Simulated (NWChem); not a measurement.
All runs are NWChem calculations. System: methyl formate (C$_{2}$H$_{4}$O$_{2}$), charge 0, spin multiplicity 1, at a geometry optimised with PBE/def2-SVP. Level: PBE0/pcseg-2.

The NWChem input:

```
start mol
memory heap 200 mb stack 900 mb global 1100 mb
geometry units angstroms nocenter noautoz noautosym
  C     -1.388106    -0.306595     0.104149
  O     -0.061175    -0.835127     0.259325
  C      0.939461     0.026486    -0.014266
  O      0.806730     1.175586    -0.369813
  H     -1.566455     0.010129    -0.943367
  H     -2.077998    -1.123053     0.381252
  H     -1.543123     0.571321     0.763218
  H      1.915005    -0.501415     0.143501
end
basis spherical
  * library pcseg-2
end
dft
  xc pbe0
  semidirect memsize 60000000 filesize 0
  iterations 100
end
task dft energy
```

Part of the output:

```
             Northwest Computational Chemistry Package (NWChem) 7.3.0
             --------------------------------------------------------

                                NWChem Input Module
                                -------------------

 Scaling coordinates for geometry "geometry" by  1.889725989
 (inverse scale =  0.529177249)

                             Geometry "geometry" -> ""
                             -------------------------

 Output coordinates in angstroms (scale by  1.889725989 to convert to a.u.)

  No.       Tag          Charge          X              Y              Z
 ---- ---------------- ---------- -------------- -------------- --------------
    1 C                    6.0000    -1.38810600    -0.30659500     0.10414900
    2 O                    8.0000    -0.06117500    -0.83512700     0.25932500
    3 C                    6.0000     0.93946100     0.02648600    -0.01426600
    4 O                    8.0000     0.80673000     1.17558600    -0.36981300
    5 H                    1.0000    -1.56645500     0.01012900    -0.94336700
    6 H                    1.0000    -2.07799800    -1.12305300     0.38125200
    7 H                    1.0000    -1.54312300     0.57132100     0.76321800
    8 H                    1.0000     1.91500500    -0.50141500     0.14350100

 Effective nuclear repulsion energy (a.u.)     121.4688015874

            Nuclear Dipole moment (a.u.)
            ----------------------------
        X                 Y               Z
 ---------------- ---------------- ----------------
    -0.0000018897     0.0000000000    -0.0000037795


 Summary of "ao basis" -> "" (spherical)
 ------------------------------------------------------------------------------
       Tag                 Description            Shells   Functions and Types
 ---------------- ------------------------------  ------  ---------------------
 *                          pcseg-2                   on all atoms

                                 NWChem DFT Module
                                 -----------------

 Summary of "ao basis" -> "ao basis" (spherical)
 ------------------------------------------------------------------------------
       Tag                 Description            Shells   Functions and Types
 ---------------- ------------------------------  ------  ---------------------
 C                          pcseg-2                 10       30   4s3p2d1f
 O                          pcseg-2                 10       30   4s3p2d1f
 H                          pcseg-2                  6       14   3s2p1d

 Summary of "ao basis" -> "ao basis" (spherical)
 ------------------------------------------------------------------------------
       Tag                 Description            Shells   Functions and Types
 ---------------- ------------------------------  ------  ---------------------
 C                          pcseg-2                 10       30   4s3p2d1f
 O                          pcseg-2                 10       30   4s3p2d1f
 H                          pcseg-2                  6       14   3s2p1d

            General Information
            -------------------
          SCF calculation type: DFT
          Wavefunction type:  closed shell.
          No. of atoms     :     8
          No. of electrons :    32
           Alpha electrons :    16
            Beta electrons :    16
          Charge           :     0
          Spin multiplicity:     1
          Use of symmetry is: off; symmetry adaption is: off
          Maximum number of iterations: 100
[...]
 d= 0,ls=0.0,diis     5   -228.9001244033 -5.17D-03  9.29D-05  1.04D-03    15.5
  Resetting Diis
 d= 0,ls=0.0,diis     6   -228.9002192589 -9.49D-05  2.09D-05  4.40D-05    17.9
 d= 0,ls=0.0,diis     7   -228.9002244506 -5.19D-06  6.20D-06  1.06D-06    20.3
 d= 0,ls=0.0,diis     8   -228.9002243596  9.10D-08  3.46D-06  2.14D-06    22.8

         Total DFT energy =     -228.900224359573
      One electron energy =     -552.614239923524
           Coulomb energy =      231.455603018173
    Exchange-Corr. energy =      -29.210389041596
 Nuclear repulsion energy =      121.468801587374

 Numeric. integr. density =       32.000004373758

     Total iterative time =     22.3s

                       DFT Final Molecular Orbital Analysis
                       ------------------------------------

 Vector   14  Occ=2.000000D+00  E=-3.853355D-01
              MO Center= -5.0D-01, -4.2D-01,  1.4D-01, r^2= 2.4D+00
   Bfn.  Coefficient  Atom+Function         Bfn.  Coefficient  Atom+Function
  ----- ------------  ---------------      ----- ------------  ---------------
    36      0.293160  2 O  py                39      0.254185  2 O  py
     6     -0.222627  1 C  py               136      0.159986  6 H  s
     9     -0.156817  1 C  py                96      0.152341  4 O  py
   135      0.136460  6 H  s                 34     -0.135239  2 O  s
    66     -0.133819  3 C  py                42      0.130592  2 O  py

 Vector   15  Occ=2.000000D+00  E=-3.330228D-01
              MO Center= -6.3D-02, -2.6D-02,  5.0D-03, r^2= 2.3D+00
   Bfn.  Coefficient  Atom+Function         Bfn.  Coefficient  Atom+Function
  ----- ------------  ---------------      ----- ------------  ---------------
    37      0.353499  2 O  pz                40      0.313042  2 O  pz
    97     -0.262168  4 O  pz               100     -0.225682  4 O  pz
    43      0.203399  2 O  pz               103     -0.135320  4 O  pz
   122      0.130245  5 H  s                150     -0.128661  7 H  s
     7     -0.126046  1 C  pz                36      0.110482  2 O  py

 Vector   16  Occ=2.000000D+00  E=-3.094670D-01
              MO Center=  8.0D-01,  7.3D-01, -2.3D-01, r^2= 1.6D+00
   Bfn.  Coefficient  Atom+Function         Bfn.  Coefficient  Atom+Function
  ----- ------------  ---------------      ----- ------------  ---------------
    95      0.445729  4 O  px                98      0.385635  4 O  px
   101      0.227457  4 O  px               164     -0.184349  8 H  s
    36      0.150603  2 O  py                39      0.144642  2 O  py
   163     -0.121947  8 H  s                 34      0.099728  2 O  s
    35      0.089612  2 O  px                42      0.087456  2 O  py

 Vector   17  Occ=0.000000D+00  E=-6.908233D-03
              MO Center=  8.5D-01,  1.8D-01, -6.3D-02, r^2= 2.0D+00
   Bfn.  Coefficient  Atom+Function         Bfn.  Coefficient  Atom+Function
  ----- ------------  ---------------      ----- ------------  ---------------
    73      0.517985  3 C  pz                70      0.415493  3 C  pz
   103     -0.379972  4 O  pz                67      0.359473  3 C  pz
    97     -0.285361  4 O  pz               100     -0.248807  4 O  pz
    43     -0.218492  2 O  pz                37     -0.186769  2 O  pz
    40     -0.170024  2 O  pz                72      0.160162  3 C  py

 Vector   18  Occ=0.000000D+00  E= 2.970370D-02
              MO Center= -1.8D+00, -2.7D-01,  8.9D-02, r^2= 7.2D+00
   Bfn.  Coefficient  Atom+Function         Bfn.  Coefficient  Atom+Function
  ----- ------------  ---------------      ----- ------------  ---------------
     4      2.786185  1 C  s                137     -1.151959  6 H  s
   123     -1.139901  5 H  s                151     -1.118906  7 H  s
   165     -0.482854  8 H  s                 71      0.223724  3 C  px
     2      0.206077  1 C  s                 34     -0.205609  2 O  s
    12      0.203334  1 C  py                94      0.198377  4 O  s

 Vector   19  Occ=0.000000D+00  E= 5.183409D-02
              MO Center=  2.3D+00, -8.0D-01,  2.4D-01, r^2= 4.8D+00
   Bfn.  Coefficient  Atom+Function         Bfn.  Coefficient  Atom+Function
  ----- ------------  ---------------      ----- ------------  ---------------
   165      2.862876  8 H  s                 64     -1.989712  3 C  s
    71     -1.050205  3 C  px                 4      0.574866  1 C  s
    72      0.492557  3 C  py               151     -0.460838  7 H  s
   123     -0.446872  5 H  s                101      0.174661  4 O  px
    11     -0.165231  1 C  px                41      0.156808  2 O  px

------------------------------------------------------------
EAF file 0: "./mol.aoints.0" size=524288 bytes
------------------------------------------------------------
               write      read    awrite     aread      wait
               -----      ----    ------     -----      ----
     calls:        1         7         0         0         0
   data(b): 5.24e+05  3.67e+06  0.00e+00  0.00e+00
   time(s): 0.00e+00  0.00e+00  0.00e+00  0.00e+00  0.00e+00
rate(mb/s): 0.00e+00  0.00e+00
------------------------------------------------------------

 center of mass
 --------------
 x =   0.10210898 y =   0.03252722 z =  -0.01074715

 moments of inertia (a.u.)
 ------------------
         147.405214245178         -77.906180629190          25.433164332339
         -77.906180629190         221.309867692711          38.831009674386
          25.433164332339          38.831009674386         332.682946805562

     Multipole analysis of the density
     ---------------------------------

     L   x y z        total         alpha         beta         nuclear
     -   - - -        -----         -----         ----         -------
     0   0 0 0     -0.000000    -16.000000    -16.000000     32.000000

     1   1 0 0     -0.407518     -0.203758     -0.203758     -0.000002
     1   0 1 0     -0.614229     -0.307115     -0.307115      0.000000
     1   0 0 1      0.193469      0.096736      0.096736     -0.000004

     2   2 0 0    -14.535788    -69.606761    -69.606761    124.677734
     2   1 1 0     -1.356547    -20.630833    -20.630833     39.905119
     2   1 0 1      0.402013      6.769790      6.769790    -13.137567
     2   0 2 0    -20.786410    -44.394922    -44.394922     68.003434
     2   0 1 1      1.109859     10.336109     10.336109    -19.562360
     2   0 0 2    -17.582874    -14.749366    -14.749366     11.915859

 Task  times  cpu:       22.9s     wall:       22.9s

 Total times  cpu:       22.9s     wall:       22.9s
```
